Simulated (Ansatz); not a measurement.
## How close CCSD(T) comes to the exact answer in a basis

Each species is computed at the geometry given (Å), with frozen cores, in Ansatz 0.2.0: RHF-CCSD(T) for singlets, UHF-CCSD(T) otherwise, and full CI in the same basis. The program picks the determinant by trial CCSD, so it needn't be the lowest Hartree–Fock solution. States: [H···H···CH2] B1, B2H Σ⁻ or Δ, Be2 Σu⁺ or Δu. Cases whose determinant has another symmetry than full CI's state, or whose (Q) step broke down, weren't drawn.

Question: Judging by size, spin and bonding and the diagnostics given, rank them by the size of CCSD(T)'s error in total energy against full CI in the same basis, smallest first (an estimate).
A. [H···H···CH$_{2}$], triplet, 6-31G: H -2.179 0.000 0.000; H -1.064 0.000 0.000; C 0.174 0.000 0.000; H 0.588 0.000 0.996; H 0.588 0.000 -0.996. T1 0.012, (T) -34 meV in a correlation energy of -2.72 eV
B. B2H, quartet, 6-31G: B 0.000 0.000 0.115; B 0.000 0.000 -1.408; H 0.000 0.000 1.293. T1 0.017, (T) -53 meV in a correlation energy of -2.34 eV
C. Be2, triplet, aug-cc-pVDZ: Be 0.000 0.000 0.000; Be 0.000 0.000 2.024. T1 0.017, (T) -35 meV in a correlation energy of -1.40 eV

Answer: A (10.7 meV), C (17.7 meV), B (22.8 meV).

| species | basis | correlated electrons | CCSD(T) − full CI (meV) | CCSDT(Q) − full CI (meV) | unpaired electrons (full CI) | T1 | ⟨S²⟩ of the determinant |
| --- | --- | --- | --- | --- | --- | --- | --- |
| [H···H···CH2], triplet | 6-31G | 8 | 10.7 | -0.2 | 2.02 | 0.012 | 2.05 |
| Be2, triplet | aug-cc-pVDZ | 4 | 17.7 | 0.1 | 2.06 | 0.017 | 2.01 |
| B2H, quartet | 6-31G | 7 | 22.8 | 1.0 | 3.02 | 0.017 | 3.76 |

Unpaired electrons are Σ n²(2−n)² over natural occupations; an open shell counts its own unpaired electrons too. Frozen cores follow each run's orbitals, which moves totals by a few meV.
